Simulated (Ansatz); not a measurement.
fcc Cu

Level of theory: revPBE (Ansatz, a first-principles code, plane waves, PAW).

Numerical settings: plane-wave cutoff 520 eV, 26×26×26 k mesh, Fermi–Dirac smearing 0.05 eV, no spin polarisation, scalar-relativistic PAW data made under PBE.

Cell (relaxed at this level):

```cif
data_Cu4
_chemical_formula_sum 'Cu4'
_space_group_name_H-M_alt 'Fm-3m'
_space_group_IT_number 225
_space_group_name_Hall '-F 4 2 3'
_cell_length_a 3.66021
_cell_length_b 3.66021
_cell_length_c 3.66021
_cell_angle_alpha 90.000
_cell_angle_beta 90.000
_cell_angle_gamma 90.000
loop_
_atom_site_label
_atom_site_type_symbol
_atom_site_symmetry_multiplicity
_atom_site_Wyckoff_symbol
_atom_site_fract_x
_atom_site_fract_y
_atom_site_fract_z
_atom_site_occupancy
Cu1 Cu 4 a 0.00000 0.00000 0.00000 1
```
(The calculation used a cell of 1 atom; values per cell refer to that cell.)

```
Quantity                                     Result
------------------------------------------  -------
bulk modulus B0                             128 GPa
band gap                                       none
pressure derivative B′ of the bulk modulus      5.1
```

Measured, for comparison: bulk modulus 144 GPa (0 K value with the zero-point phonon effect removed, our sources range from 140 to 145; as tabulated in Mejia-Rodriguez and Trickey (2018), arXiv:1807.09216). Computed (rounded) less measured: bulk modulus -11 % (-9 % to -12 % over the range).
